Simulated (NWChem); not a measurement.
# One shape, several levels: HOCN (SMILES N#CO)

Aim: a comparison of 6 runs (HF/def2-SVP, r2SCAN/def2-SVPD, B3LYP/6-31G*, PBE0/def2-SVP, CCSD(T)/cc-pVTZ) of HOCN. 

Program for the calculation: NWChem 7.3.0.

**1. The structure to begin with**

HOCN has 4 atoms, charge 0, and is taken as a singlet. As SMILES, `N#CO`. The shape is that of a PBE0-D4/def2-TZVP optimisation.

Bond lengths: N1–C2 1.153 Å, C2–O3 1.290 Å, O3–H4 0.966 Å. Angles: N1–C2–O3 176.9°, C2–O3–H4 110.5°.

**2. Energy and forces at HF/def2-SVP (run 1)**

chno.nw reads:

```
start chno
memory 2200 mb

geometry noautosym nocenter noautoz
 N    -1.343020   -0.163260    0.884430
 C    -0.431900    0.072570    0.218870
 O     0.558270    0.398850   -0.541130
 H     1.216640   -0.308160   -0.562170
end

basis spherical bse
 * library def2-SVP
end

scf
 thresh 1e-08
 maxiter 80
end

task scf gradient
```

Started as:

```bash
$ nwchem chno.nw > chno.out
```

The log of the run:

```text
[...]
  functions       =    47
[...]
  wavefunction    = RHF
[...]
         Total SCF energy =   -167.593610602916
      One-electron energy =   -343.949300903015
      Two-electron energy =    117.908014689599
 Nuclear repulsion energy =     58.447675610499
        Time for solution =      1.2s
[...]
                         RHF ENERGY GRADIENTS
    atom               coordinates                        gradient
                 x          y          z           x          y          z
   1 N      -2.537940  -0.308517   1.671330   -0.043464  -0.009436   0.030798
   2 C      -0.816173   0.137137   0.413604    0.036934   0.004977  -0.024577
   3 O       1.054977   0.753717  -1.022587   -0.004578   0.017344  -0.006368
   4 H       2.299116  -0.582338  -1.062347    0.011107  -0.012886   0.000147
[...]
```

Run time: 2.6 s. Hardware: 1 thread of Intel Xeon Platinum 8488C (Sapphire Rapids), shared host; peak memory 0.1 GiB.

**3. Energy and gradient at r2SCAN/def2-SVPD (run 2)**

chno.nw reads:

```
start chno
memory 2200 mb
charge 0

geometry noautosym nocenter noautoz
  N    -1.343020   -0.163260    0.884430
  C    -0.431900    0.072570    0.218870
  O     0.558270    0.398850   -0.541130
  H     1.216640   -0.308160   -0.562170
end

basis "ao basis" spherical bse
  N library def2-SVPD
  C library def2-SVPD
  O library def2-SVPD
  H library def2-SVPD
end

dft
  xc r2scan
  grid xfine
  convergence energy 1e-08
  iterations 100
  mulliken
  print low
end

task dft gradient
```

Started as:

```bash
$ nwchem chno.nw > chno.out
```

The log of the run:

```text
[...]
 d= 0,ls=0.0,diis     1   -168.3181626423 -2.27D+02  3.15D-02  8.70D-01     1.5
[...]
 d= 0,ls=0.0,diis    11   -168.4300229812 -1.89D-10  1.41D-07  2.34D-10    17.5
         Total DFT energy =     -168.430022981200
      One electron energy =     -344.196393615944
           Coulomb energy =      138.417549797695
    Exchange-Corr. energy =      -21.098854773451
 Nuclear repulsion energy =       58.447675610499
[...]
      Total Density - Mulliken Population Analysis
     ---------------------------------------------
    Atom       Charge   Shell Charges
 -----------   ------   -------------------------------------------------------
    1 N    7     7.12   1.99  1.11  0.54  0.20  2.23  1.00  0.03  0.02
    2 C    6     5.65   1.98  0.94  0.07 -0.15  2.06  0.56  0.09  0.09
    3 O    8     8.46   1.99  1.10  0.62  0.12  2.89  1.58  0.12  0.02  0.03
    4 H    1     0.76   0.68  0.00  0.07  0.01
[...]
                         DFT ENERGY GRADIENTS
    atom               coordinates                        gradient
                 x          y          z           x          y          z
   1 N      -2.537940  -0.308517   1.671330    0.023335   0.005614  -0.016823
   2 C      -0.816173   0.137137   0.413604   -0.019752  -0.005058   0.014401
   3 O       1.054977   0.753717  -1.022587   -0.000392  -0.002454   0.001519
   4 H       2.299116  -0.582338  -1.062347   -0.003191   0.001898   0.000903
 Task  times  cpu:       23.0s     wall:       23.0s
 Total times  cpu:       23.0s     wall:       23.0s
```

It took 24 s on 1 thread of Intel Xeon Platinum 8488C (Sapphire Rapids), shared host; peak memory 0.12 GiB.

Run 3 isn't shown in full; the table further down has it.

**4. Energy and gradient at B3LYP/6-31G(d) (Cartesian functions) (run 4)**

sp.nw reads:

```
start sp
title "CHNO"
memory 2200 mb

geometry units au noautosym nocenter noautoz
  N   -2.53793998  -0.30851669   1.67133048
  C   -0.81617271   0.13713742   0.41360436
  O    1.05497740   0.75371726  -1.02258750
  H    2.29911639  -0.58233800  -1.06234734
end

basis
  * library 6-31G*
end

dft
  xc b3lyp
  mult 1
  grid xfine
  convergence energy 1e-08
  iterations 100
  mulliken
end

task dft gradient
```

Started as:

```bash
$ nwchem sp.nw > sp.out
```

The log of the run:

```text
[...]
          Wavefunction type:  closed shell.
          No. of atoms     :     4
          No. of electrons :    22
[...]
          Charge           :     0
          Spin multiplicity:     1
[...]
          AO basis - number of functions:    47
[...]
              XC Information
              --------------
                         B3LYP Method XC Potential
                     Hartree-Fock (Exact) Exchange  0.200
                        Slater Exchange Functional  0.800 local
                    Becke 1988 Exchange Functional  0.720 non-local
              Lee-Yang-Parr Correlation Functional  0.810
                  VWN I RPA Correlation Functional  0.190 local
[...]
 d= 0,ls=0.0,diis     1   -168.5085594955 -2.27D+02  3.40D-02  1.01D+00     0.8
[...]
 d= 0,ls=0.0,diis    11   -168.6303529873 -1.18D-10  3.15D-07  5.68D-10     8.0
         Total DFT energy =     -168.630352987325
      One electron energy =     -344.605540236809
           Coulomb energy =      138.758281834418
    Exchange-Corr. energy =      -21.230765993604
 Nuclear repulsion energy =       58.447671408670
[...]
      Total Density - Mulliken Population Analysis
     ---------------------------------------------
    Atom       Charge   Shell Charges
 -----------   ------   -------------------------------------------------------
    1 N    7     7.39   1.99  0.85  2.28  1.04  1.25 -0.02
    2 C    6     5.53   1.99  0.72  2.01  0.19  0.59  0.03
    3 O    8     8.54   1.99  0.90  2.95  0.95  1.71  0.03
    4 H    1     0.54   0.46  0.08
[...]
  wavefunction    = closed shell
                         DFT ENERGY GRADIENTS
    atom               coordinates                        gradient
                 x          y          z           x          y          z
   1 N      -2.537940  -0.308517   1.671330    0.023021   0.005804  -0.016736
   2 C      -0.816173   0.137137   0.413604   -0.011105  -0.002073   0.007692
   3 O       1.054977   0.753717  -1.022588   -0.006744  -0.008777   0.008612
   4 H       2.299116  -0.582338  -1.062347   -0.005172   0.005046   0.000431
[...]
```

It took 10 s on 1 thread of Intel Xeon Platinum 8488C (Sapphire Rapids), shared host; peak memory 0.12 GiB.

Run 5 isn't shown in full; the table further down has it.

**5. A single-point energy at CCSD(T)/cc-pVTZ (run 6)**

struct.nw reads:

```
start struct
title "CHNO"
memory stack 880 mb heap 220 mb global 1100 mb

geometry noautosym nocenter noautoz
  N    -1.343020   -0.163260    0.884430
  C    -0.431900    0.072570    0.218870
  O     0.558270    0.398850   -0.541130
  H     1.216640   -0.308160   -0.562170
end

basis "ao basis" spherical bse
  N library cc-pVTZ
  C library cc-pVTZ
  O library cc-pVTZ
  H library cc-pVTZ
end

scf
  thresh 1e-08
  maxiter 80
  print low
end

ccsd
  freeze core 3
  maxiter 60
end

task ccsd(t)
```

Started as:

```bash
$ nwchem struct.nw > struct.out
```

The log of the run:

```text
[...]
  functions       =   104
[...]
  wavefunction    = RHF
[...]
         Total SCF energy =   -167.790923768375
      One-electron energy =   -344.278973640992
      Two-electron energy =    118.040374262118
 Nuclear repulsion energy =     58.447675610499
        Time for solution =     22.6s
[...]
 Total MP2 energy:           -168.366538547683263
[...]
             energy      energy      error      ampl     ampl      Block
                                                time     time      time
[...]
 Total CCSD energy:           -168.367396763710900
[...]
 Total CCSD+T(CCSD) energy:           -168.395475655571317
[...]
 Total CCSD(T) energy:                -168.394276437930046
[...]
```

Run time: 3 min. Hardware: 1 thread of Intel Xeon Platinum 8488C (Sapphire Rapids), shared host; peak memory 0.28 GiB.

**6. All runs side by side**

```tsv
run	level	iteration cap	module	energy (Eh)	dipole moment (D)	HOMO energy (eV)	LUMO energy (eV)	wall time
1	HF/def2-SVP	80	scf	-167.593611	4.07	-12.45	3.41	2.6 s
2	r2SCAN/def2-SVPD	100	dft	-168.430023	–	–	–	24 s
3	B3LYP/6-31G* (spherical functions)	100	dft	-168.626490	3.92	-8.38	0.23	9.3 s
4	B3LYP/6-31G* (Cartesian functions)	100	dft	-168.630353	3.92	-8.39	0.21	10 s
5	PBE0/def2-SVP	100	dft	-168.322733	3.95	-8.85	0.24	9.6 s
6	CCSD(T)/cc-pVTZ	80	ccsd(t)	-168.394276	–	–	–	3 min
```

**7. Results**

| quantity | value |
| --- | --- |
| run 6: total energy | -168.39428 Eh |
| run 6: correlation energy (3 core orbitals frozen) | -603.4 mEh |
| run 6: (T) correction | -26.88 mEh |

What this shows: Over runs 1, 3, 4, 5 the dipole moment (its size) runs from 3.92 D (B3LYP/6-31G*) to 4.07 D (HF/def2-SVP). The two ends differ in method and basis. Over runs 1, 3, 4, 5 the HOMO–LUMO gap runs from 8.61 eV (B3LYP/6-31G*) to 15.86 eV (HF/def2-SVP). Totals of different functionals can't be ranked against each other. All runs together took 3.9 min, the longest 3 min.
